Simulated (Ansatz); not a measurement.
**AlPN (sextet): wave-function methods side by side, cc-pVDZ**

The task here is to estimate one member of a computed series from the others.

Computed with Ansatz 0.2.0, Gaussian basis. Level: cc-pVDZ, core rule «outside noble gas», up to 11 orbitals frozen.

The runs, in order: UHF; CCSD(T) on ROHF; CCSD(T) on UHF; BCCD(T) on ROHF; CISD as a restricted active space (open shells left free, so some higher excitations enter); CCSDT(Q) on ROHF; CCSDT(Q) on UHF.

41 further runs of the same task are left out: 16 for a known fault of the program, 14 that didn't finish, 11 set aside as unsound or not needed. Runs told in other sessions of the task aren't counted.

## What is computed

The geometry is a PBE0/def2-TZVP stationary point (not a proven minimum) of the parent state, kept for this charge and spin.

3 atoms, charge 0, spin multiplicity 6.

Atoms are counted from 1 here; the program's logs count them from 0.

Bond lengths: N1–Al2 1.817 Å, Al2–P3 2.195 Å. Angles: N1–Al2–P3 180.0°.

The first run:

in.yaml reads:

```yaml
crystal:
  periodic: [false, false, false]
  atoms:
    - {symbol: N, position_ang: [0.000000, 0.000000, -1.943000]}
    - {symbol: Al, position_ang: [0.000000, 0.000000, -0.126200]}
    - {symbol: P, position_ang: [0.000000, 0.000000, 2.069200]}
basis:
  gaussian: {orbitals: cc-pVDZ}
magnetization: {spin_polarized: true, initial_magnetization: 5}
hamiltonian: {xc: hf}
output: {orbitals: {seedname: orbitals}}
```

The run is started by

```
$ ansatz run in.yaml --threads 1 --pin off --events-out ev --progress --plain --max-ram 2393MiB
```

Among the steps run: UHF; CCSD(T) on ROHF; CCSD(T) on UHF; BCCD(T) on ROHF; CISD as a restricted active space (open shells left free, so some higher excitations enter); CCSDT(Q) on ROHF; CCSDT(Q) on UHF.

One table of the session follows, with a row left open; its other results are not shown here.

It belongs to the step «Misses and costs». 

| method | from UCCSDT(Q) (meV) |
| --- | --- |
| ROHF | +7551.6 |
| UHF | +7265.0 |
| RMP2 | +1386.3 |
| UMP2 | +1437.0 |
| CISD | +891.2 |
| RCCSD | +283.8 |
| UCCSD | +275.6 |
| RCCSD(T) | +66.6 |
| UCCSD(T) | +67.0 |
| BCCD(T) | +69.8 |
| RCCSDT | +20.7 |
| UCCSDT | ? |
| RCCSDT(Q) | +2.4 |
| UCCSDT(Q) | 0 |

**Question.** Estimate the row for UCCSDT.

As computed: from UCCSDT(Q) (meV): +19.1. In the column «from UCCSDT(Q) (meV)» it lies between RCCSDT(Q) (+2.4) and RCCSDT (+20.7).

Limits of these values: Restricted and unrestricted rows rest on different reference determinants; a gap between their highest levels can come from leftover correlation error, from unlike frozen cores or from another state.
